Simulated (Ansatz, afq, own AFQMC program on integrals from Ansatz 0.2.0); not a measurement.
Integrals from Ansatz 0.2.0, then the random walk in our own AFQMC program (afq).

```yaml
crystal:
  periodic: [false, false, false]
  atoms:
    - {symbol: N, position_ang: [-0.136074, 0.000000, 0.665268]}
    - {symbol: C, position_ang: [0.113118, 0.000000, -0.676644]}
    - {symbol: H, position_ang: [0.707513, 0.000000, 1.248296]}
    - {symbol: H, position_ang: [-0.082257, 0.926855, -1.215074]}
    - {symbol: H, position_ang: [-0.082257, -0.926855, -1.215074]}
basis:
  gaussian: {orbitals: cc-pVDZ}
magnetization: {spin_polarized: true, initial_magnetization: 4}
correlation: {method: ccsd_t, electrons: outside_noble_gas, hamiltonian_folder: ham}
```

```sh
$ ansatz run in.yaml --threads 1 --pin off --events-out ev --progress --plain --max-ram 23808MiB --backend cuda --devices 0, --max-vram 18GiB
```

afq runs on the folder ham with

```
--method phaseless --trial cisd --walkers 4000 --populations 20 --least-time 60 --time-step 0.005 --steps-per-block 50 --equilibration-blocks 28 --max-blocks 4000 --target-error 0.00021 --factor-cut 1e-05 --start spin_pure --seed 3529 --release-times 0.24,0.51,0.99,1.62,2.4 --release-step 0.03 --release-every 3 --taylor-order 6
```

Times are imaginary, in 1/Eh. The walk had a cap of 130 s. With eight or more populations the least sampling time is a fifth of least-time, and the error comes from their spread.

Log:

```
orbitals 41  electrons 8 4  factors 333 of 418
reference energy -93.68609164 Eh
CCSD correlation -0.24881880 Eh in 13 cycles, weight of the determinant in the CISD state 0.9070
energy of the start -93.934596 Eh
 block  time / (1/Eh)  mean weight  energy / Eh
     1     0.250  1.0001  -93.932528
     2     0.500  0.9998  -93.935073
     3     0.750  0.9997  -93.937078
     4     1.000  1.0000  -93.938448
     5     1.250  1.0001  -93.939566
    10     2.500  1.0001  -93.940997
    15     3.750  1.0003  -93.941217
    20     5.000  1.0005  -93.941607
    25     6.250  1.0002  -93.941003
    30     7.500  0.9999  -93.941025
    33     8.250  0.9998  -93.939242
    35     8.750  1.0001  -93.940788
    40    10.000  1.0003  -93.941016
    45    11.250  0.9999  -93.941503
    50    12.500  1.0001  -93.941650
    51    12.750  0.9998  -93.945514
    55    13.750  1.0002  -93.941805
    60    15.000  1.0001  -93.941949
    65    16.250  0.9999  -93.940185
    70    17.500  0.9999  -93.941731
    75    18.750  0.9999  -93.941197
    78    19.500  1.0000  -93.941053
error from the spread of 20 populations
released: time / (1/Eh)  energy / Eh  error  mean overlap
  0.24  -93.941414  0.000071  0.9964
  0.51  -93.941430  0.000073  0.9960
  0.99  -93.941531  0.000070  0.9915
  1.62  -93.941559  0.000103  0.9831
  2.40  -93.941379  0.000087  0.9833
energy -93.941353 +/- 0.000162 Eh
(rows thinned)
```

The run passed its tests (sampling time, drift between the halves within three errors, error under three times the target), which doesn't prove that it has relaxed.

Against this walk (error 4.4 meV) on the same determinant: CCSD(T) 29.3 meV higher, CCSDT(Q) 0.3 meV lower (within the noise). The error is statistical and leaves out the bias of the constraint. Released to 2.40 1/Eh the energy moves by -1 ± 5 meV (both errors), within twice the noise.

Cautions: constraint bias not in the error; another spin lies lower (by 8.91 eV).

The walk took 37 s on 1 × NVIDIA H100 80GB HBM3 with 2 threads of AMD EPYC 7R13 Processor (Zen 3) (shared host) (the card was shared). The log's last line is the phaseless energy.

CCSDT and higher add their correlation energy to the determinant of the CCSD(T) run, since their own runs factorise the integrals more tightly (a shift of under 2 meV). A walk keeps the symmetry of its determinant, which the program's search chose and which needn't be the lowest solution, so a lower state of the same spin and another symmetry isn't excluded.
